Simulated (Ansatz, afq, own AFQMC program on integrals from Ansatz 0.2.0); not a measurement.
C2H2, singlet: AFQMC among the cluster methods

```yaml
atoms:
  - { symbol: C, position_ang: [0.0000, 0.0000, 0.6204] }
  - { symbol: C, position_ang: [0.0000, 0.0000, -0.8166] }
  - { symbol: H, position_ang: [0.0000, -0.9396, 1.1695] }
  - { symbol: H, position_ang: [0.0000, 0.9396, 1.1695] }
```

Connectivity, by distances: CH2–C.

Basis cc-pVDZ. Only valence electrons are correlated. AFQMC by an in-house program on the Cholesky factors that Ansatz 0.2.0 writes for its CCSD(T) run. The CISD trial takes its coefficients from CCSD amplitudes. Released means that phaseless walkers are propagated on without the constraint, phases kept. ± is one standard error of the sampling.

Determinant: RHF, the one that the program's search chose, which needn't be the lowest solution. The geometry is a point of a scan.

No full CI on the walks' own integrals is used here; CCSDT(Q) serves as the reference and is uncertain by about the last step of the cluster series.

Cautions: higher spins were not checked; restricted determinant unstable towards unrestricted (UHF 109 meV lower, ⟨S²⟩ 0.49).

```
T1 diagnostic                               : 0.0181
weight of the determinant in the CISD state : 0.866
size of the correlated space                : 10 electrons in 36 orbitals
```

| level | correlation energy (eV) |
| --- | --- |
| MP2 | -6.4710 |
| CCSD | -7.3566 |
| CCSD(T) | -7.6506 |

(1) Estimate where phaseless AFQMC with a CISD trial lies against CCSD(T) on the same integrals.

(1) 5.7 ± 2.1 kJ/mol below CCSD(T).

Reference: CCSDT(Q), correlation energy -7.701 eV. The released energy is read at 2.40 1/Eh (meV from the phaseless value at times in 1/Eh: 4 ± 24 at 0.24, -1 ± 17 at 0.51, 26 ± 17 at 0.99, -15 ± 21 at 1.62, 2 ± 21 at 2.40).

```csv
level,E − E(reference) (kJ/mol),share of correlation (%)
CCSD(T),4.9,99.34
CCSDT,2.2,99.70
ph-AFQMC/CISD,-0.8 ± 2.1,100.11
released AFQMC,-0.6 ± 2.0,100.09
```

A walk keeps the symmetry of its determinant, which the program's search chose and which needn't be the lowest solution, so a lower state of the same spin and another symmetry isn't excluded. Released energies are given only where the last usable release times agree within the noise; a slower fall can still hide under it.
